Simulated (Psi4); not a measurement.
**CH5B− (SMILES [BH2-]C) at 3 levels**

We compute a comparison of 3 runs (UHF/STO-3G, UPBE0/def2-SVP, ULCCD/6-31+G*) of CH5B−. 

Program for the calculation: Psi4 1.11.

1 further run of the same task is left out (it didn't finish).

## 1. The system as given

The species is CH5B− (7 atoms), meant as a doublet with charge -1. As SMILES, `[BH2-]C`. Geometry: relaxed at GFN2-xTB.

Bond lengths: B1–C2 1.642 Å, B1–H3 1.245 Å, B1–H4 1.245 Å, C2–H5 1.102 Å, C2–H6 1.114 Å, C2–H7 1.102 Å. Angles: B1–C2–H5 112.7°, B1–C2–H6 114.9°, B1–C2–H7 112.6°, C2–B1–H3 113.3°, C2–B1–H4 113.3°, H5–C2–H6 104.9°, H5–C2–H7 105.8°, H6–C2–H7 104.9°, H3–B1–H4 112.0°.

## 2. Energy and forces at UHF/STO-3G (run 1)

File job.json:

```json
{
  "schema_name": "qcschema_input",
  "schema_version": 1,
  "molecule": {
    "schema_name": "qcschema_molecule",
    "schema_version": 2,
    "symbols": ["B", "C", "H", "H", "H", "H", "H"],
    "geometry": [-0.69470112, -1.6566851, 0.56013372, 0.24539983, 1.24330751, -0.02065471, 1.07035977, -3.12197874, 1.0826241, -2.09995816, -2.53245977, -1.11038417, 1.34890541, 2.05985817, 1.54555031, 1.47279585, 1.45552375, -1.71776105, -1.34282049, 2.55245308, -0.3395082],
    "molecular_charge": -1,
    "molecular_multiplicity": 2,
    "fix_symmetry": "c1"
  },
  "driver": "gradient",
  "model": {
    "method": "scf",
    "basis": "STO-3G"
  },
  "keywords": {
    "reference": "uhf",
    "puream": true,
    "e_convergence": 1e-09,
    "d_convergence": 1e-08,
    "scf_type": "pk",
    "maxiter": 200,
    "scf_properties": ["WIBERG_LOWDIN_INDICES", "DIPOLE", "LOWDIN_CHARGES"]
  }
}
```

On the command line:

```sh
psi4 --qcschema job.json -n 1 --memory 1600MB
```

stdout:

```text
[...]
  Running in c1 symmetry.
[...]
  Nuclear repulsion =   30.809888857189609
[...]
  Multiplicity = 2
[...]
  Nalpha       = 9
  Nbeta        = 8
[...]
    Number of basis functions: 15
[...]
   @UHF iter   1:   -64.44143258796851   -2.07823e+00   9.68949e-03 ADIIS/DIIS
[...]
   @UHF iter  13:   -64.46373214189639   -1.98952e-13   2.90452e-09 DIIS
[...]
   @S^2 Observed:                7.577653114E-01
[...]
    Orbital Energies [Eh]
    ---------------------
    Alpha Occupied:
       1A    -10.715935     2A     -6.917535     3A     -0.623052
       4A     -0.307152     5A     -0.251772     6A     -0.247603
       7A     -0.082676     8A     -0.066124     9A      0.113838
    Alpha Virtual:
      10A      0.930056    11A      0.950784    12A      0.993758
      13A      1.043642    14A      1.084482    15A      1.111834
    Beta Occupied:
       1A    -10.718435     2A     -6.885964     3A     -0.621279
[...]
  @UHF Final Energy:   -64.46373214189639
   => Energetics <=
    Nuclear Repulsion Energy =             30.8098888571896090
    One-Electron Energy =                -152.3497951819216212
    Two-Electron Energy =                  57.0761741828356293
    Total Energy =                        -64.4637321418963865
  UHF NO Occupations:
  HONO-2 :    7  A 1.9988440
  HONO-1 :    8  A 1.9984675
[...]
 Multipole Moments:
 ------------------------------------------------------------------------------------
     Multipole            Electronic (a.u.)      Nuclear  (a.u.)        Total (a.u.)
 ------------------------------------------------------------------------------------
 L = 1.  Multiply by 2.5417464519 to convert [e a0] to [Debye]
 Dipole X            :         -0.6033175            0.8728851            0.2695676
 Dipole Y            :          0.0178775            1.2455982            1.2634758
 Dipole Z            :          0.8773846           -0.9289359           -0.0515512
 Magnitude           :                                                    1.2929406
[...]
  -Total Gradient:
     Atom            X                  Y                   Z
    ------   -----------------  -----------------  -----------------
       1       -0.005905569948     0.032707380926     0.017076643430
       2       -0.005341675258    -0.002482873221     0.007234242370
       3        0.025827508007    -0.023033534098     0.007882863000
       4       -0.021115632336    -0.014228552894    -0.024519548512
       5        0.005085380161     0.001881480838     0.006867858503
       6        0.008998970789     0.000987553868    -0.012592685059
       7       -0.007548981415     0.004168544581    -0.001949373732
[...]
```

The result, in JSON:

```text
{
 "driver": "gradient",
 "model": {
  "method": "scf",
  "basis": "STO-3G"
 },
 "success": true,
 "return_result": [-0.005905569948405645, 0.03270738092649084, 0.01707664342986595, -0.005341675258004705, -0.0024828732213682536, 0.007234242370285755, 0.02582750800692571, -0.02303353409826575, 0.007882862999885415, -0.021115632336397655, -0.014228552893552071, -0.02451954851196722, 0.005085380161445913, 0.0018814808382824622, 0.0068678585027986405, 0.008998970789041605, 0.0009875538675531426, -0.012592685059321096, -0.007548981414606665, 0.004168544580888861, -0.001949373731557895],
 "properties": {
  "calcinfo_nbasis": 15,
  "calcinfo_nmo": 15,
  "calcinfo_nalpha": 9,
  "calcinfo_nbeta": 8,
  "calcinfo_natom": 7,
  "nuclear_repulsion_energy": 30.80988885718961,
  "return_energy": -64.46373214189639,
  "return_gradient": [-0.005905569948405645, 0.03270738092649084, 0.01707664342986595, -0.005341675258004705, -0.0024828732213682536, 0.007234242370285755, 0.02582750800692571, -0.02303353409826575, 0.007882862999885415, -0.021115632336397655, -0.014228552893552071, -0.02451954851196722, 0.005085380161445913, 0.0018814808382824622, 0.0068678585027986405, 0.008998970789041605, 0.0009875538675531426, -0.012592685059321096, -0.007548981414606665, 0.004168544580888861, -0.001949373731557895],
  "scf_one_electron_energy": -152.34979518192162,
  "scf_two_electron_energy": 57.07617418283563,
  "scf_dipole_moment": [0.26956764763529084, 1.2634757693771355, -0.05155123245208515],
  "scf_total_energy": -64.46373214189639,
  "scf_total_gradient": [-0.005905569948405645, 0.03270738092649084, 0.01707664342986595, -0.005341675258004705, -0.0024828732213682536, 0.007234242370285755, 0.02582750800692571, -0.02303353409826575, 0.007882862999885415, -0.021115632336397655, -0.014228552893552071, -0.02451954851196722, 0.005085380161445913, 0.0018814808382824622, 0.0068678585027986405, 0.008998970789041605, 0.0009875538675531426, -0.012592685059321096, -0.007548981414606665, 0.004168544580888861, -0.001949373731557895],
  "scf_iterations": 13
 }
}
```

It took 0.96 s on 1 thread of AMD EPYC 9R45 (Zen 5), shared host; peak memory 0.18 GiB.

## 3. Energy and forces at UPBE0/def2-SVP (run 2)

File ch5b.xyz:

```xyz
7
CH5B
B     -0.367620    -0.876680     0.296410
C      0.129860     0.657930    -0.010930
H      0.566410    -1.652080     0.572900
H     -1.111250    -1.340120    -0.587590
H      0.713810     1.090030     0.817870
H      0.779370     0.770230    -0.909000
H     -0.710590     1.350700    -0.179660
```

File calc.py:

```python
import psi4

psi4.set_memory('1600 MB')
psi4.set_num_threads(1)
psi4.core.set_output_file('ch5b.out', False)

with open('ch5b.xyz') as f:
    atoms = ''.join(f.readlines()[2:])
geom = psi4.geometry('-1 2\n' + atoms + 'symmetry c1')

psi4.set_options({
    'basis': 'def2-SVP',
    'reference': 'uks',
    'puream': True,
    'e_convergence': 1e-09,
    'd_convergence': 1e-08,
    'scf_type': 'pk',
    'dft_radial_points': 99,
    'dft_spherical_points': 590,
    'maxiter': 200,
})

energy_value = psi4.gradient('pbe0')
print('gradient / Eh bohr^-1')
print(energy_value.np.round(6))
```

On the command line:

```sh
python calc.py
```

ch5b.out:

```text
[...]
  Running in c1 symmetry.
[...]
  Nuclear repulsion =   30.809888872353739
[...]
  Multiplicity = 2
[...]
  Nalpha       = 9
  Nbeta        = 8
[...]
    Number of basis functions: 53
[...]
   @UKS iter   1:   -65.43458262713308   -3.18816e-01   1.32787e-02 ADIIS/DIIS
[...]
   @UKS iter  12:   -65.76498524697992   -1.26477e-12   3.52216e-09 DIIS
[...]
   @S^2 Observed:                7.529285373E-01
[...]
  @UKS Final Energy:   -65.76498524697992
   => Energetics <=
    Nuclear Repulsion Energy =             30.8098888723537385
    One-Electron Energy =                -151.6415663543040466
    Two-Electron Energy =                  63.7241908283820067
    DFT Exchange-Correlation Energy =      -8.6574985934116224
    Empirical Dispersion Energy =           0.0000000000000000
    VV10 Nonlocal Energy =                  0.0000000000000000
    Total Energy =                        -65.7649852469799185
[...]
 Multipole Moments:
 ------------------------------------------------------------------------------------
     Multipole            Electronic (a.u.)      Nuclear  (a.u.)        Total (a.u.)
 ------------------------------------------------------------------------------------
 L = 1.  Multiply by 2.5417464519 to convert [e a0] to [Debye]
 Dipole X            :         -0.3586016            0.8728851            0.5142835
 Dipole Y            :          0.1398487            1.2455982            1.3854469
 Dipole Z            :          0.5567372           -0.9289359           -0.3721987
 Magnitude           :                                                    1.5239693
[...]
  -Total Gradient:
     Atom            X                  Y                   Z
    ------   -----------------  -----------------  -----------------
       1       -0.008380079089    -0.004670197848     0.010671437940
       2        0.003211019219     0.005859836240    -0.002932370831
       3        0.001134323939     0.001287921468    -0.003890189740
       4        0.003552968869     0.000908356989    -0.002148143518
       5       -0.002519794975    -0.002091620592    -0.003716420967
       6       -0.000640449788     0.001931795317     0.001419802972
       7        0.003641931221    -0.003226151026     0.000595962550
[...]
```

On the terminal:

```text
gradient / Eh bohr^-1
[[-0.00838  -0.00467   0.010671]
 [ 0.003211  0.00586  -0.002932]
 [ 0.001134  0.001288 -0.00389 ]
 [ 0.003553  0.000908 -0.002148]
 [-0.00252  -0.002092 -0.003716]
 [-0.00064   0.001932  0.00142 ]
 [ 0.003642 -0.003226  0.000596]]
```

It took 11 s on 1 thread of AMD EPYC 9R45 (Zen 5), shared host; peak memory 0.81 GiB.

## 4. The energy at ULCCD/6-31+G(d) (density fitting, density fitting for correlation, Cartesian functions) (run 3)

File ch5b.inp:

```
memory 1600 MB

molecule molecule1 {
  -1 2
  B     -0.367620    -0.876680     0.296410
  C      0.129860     0.657930    -0.010930
  H      0.566410    -1.652080     0.572900
  H     -1.111250    -1.340120    -0.587590
  H      0.713810     1.090030     0.817870
  H      0.779370     0.770230    -0.909000
  H     -0.710590     1.350700    -0.179660
}

set {
  reference uhf
  scf_type  df
  cc_type   df
  soscf     true
}

result, w = energy('lccd/6-31+G*', return_wfn=True)
```

On the command line:

```sh
psi4 ch5b.inp ch5b.out -n 1
```

ch5b.out:

```text
[...]
  Running in c1 symmetry.
[...]
  Nuclear repulsion =   30.809888872353739
[...]
  Multiplicity = 2
[...]
  Nalpha       = 9
  Nbeta        = 8
[...]
    Number of basis functions: 48
[...]
   @DF-UHF iter   1:   -65.23883784194413   -7.87190e-01   9.68736e-03 DIIS/ADIIS
[...]
   @DF-UHF iter   9:   -65.39264381668227   -5.96856e-13   1.84817e-09 SOSCF, nmicro=conv
[...]
   @S^2 Observed:                7.549160199E-01
[...]
    Orbital Energies [Eh]
    ---------------------
    Alpha Occupied:
       1A    -11.008700     2A     -7.352773     3A     -0.734096
       4A     -0.442613     5A     -0.352426     6A     -0.345998
       7A     -0.228491     8A     -0.212175     9A     -0.009794
    Alpha Virtual:
      10A      0.185947    11A      0.234831    12A      0.237467
      13A      0.263538    14A      0.271346    15A      0.291037
      16A      0.292900    17A      0.390231    18A      0.520066
      19A      0.526655    20A      0.542731    21A      0.553273
      22A      0.610997    23A      0.646576    24A      0.920905
      25A      0.932339    26A      0.945036    27A      1.101834
[...]
  @DF-UHF Final Energy:   -65.39264381668227
   => Energetics <=
    Nuclear Repulsion Energy =             30.8098888723537385
    One-Electron Energy =                -151.1079366221327689
    Two-Electron Energy =                  54.9054039330967640
    Total Energy =                        -65.3926438166822663
  UHF NO Occupations:
  HONO-2 :    7  A 1.9995191
  HONO-1 :    8  A 1.9985949
[...]
 Multipole Moments:
 ------------------------------------------------------------------------------------
     Multipole            Electronic (a.u.)      Nuclear  (a.u.)        Total (a.u.)
 ------------------------------------------------------------------------------------
 L = 1.  Multiply by 2.5417464519 to convert [e a0] to [Debye]
 Dipole X            :         -0.0235668            0.8728851            0.8493183
 Dipole Y            :          0.2909451            1.2455982            1.5365433
 Dipole Z            :          0.1133029           -0.9289359           -0.8156330
 Magnitude           :                                                    1.9358626
[...]
	DF-SCS-MP2 Total Energy (a.u.)     :   -65.62629301410657
	DF-SOS-MP2 Total Energy (a.u.)     :   -65.62797942778788
	DF-SCS(N)-MP2 Total Energy (a.u.)  :   -65.47932201603248
[...]
	DF-MP2 Total Energy (a.u.)         :   -65.62292018674395
[...]
```

Run time: 3.9 s. Hardware: 1 thread of AMD EPYC 9R45 (Zen 5), shared host; peak memory 0.2 GiB.

## 5. All runs side by side

```
run                                                                                  level                properties         integration grid  energy (Eh)  HOMO energy (eV)  LUMO energy (eV)   ⟨S²⟩  wall time
  1                                                                             UHF/STO-3G  (wiberg, dipole, lowdin)                        –   -64.463732              3.10             19.25  0.758     0.96 s
  2                                                                         UPBE0/def2-SVP                         –  99 radial × 590 angular   -65.764985              2.37              6.42  0.753       11 s
  3  ULCCD/6-31+G* (density fitting, density fitting for correlation, Cartesian functions)                         –                        –   -65.658865             -0.27              5.06  0.755      3.9 s
```

## 6. What came out

```
                                                         quantity         value
                                              run 3: total energy  -65.65886 Eh
run 3: HOMO energy (Hartree–Fock orbitals) (highest over α and β)      -0.27 eV
 run 3: LUMO energy (Hartree–Fock orbitals) (lowest over α and β)       5.06 eV
                                        run 3: correlation energy    -266.2 mEh
                         run 3: ⟨S²⟩ of the reference determinant         0.755
```

**Reading.** In runs 1, 2 the HOMO lies above zero, so the outermost electron may be held by the basis alone. In run 1 the basis is minimal, so the values are rough. All runs together took 16 s, the longest 11 s.
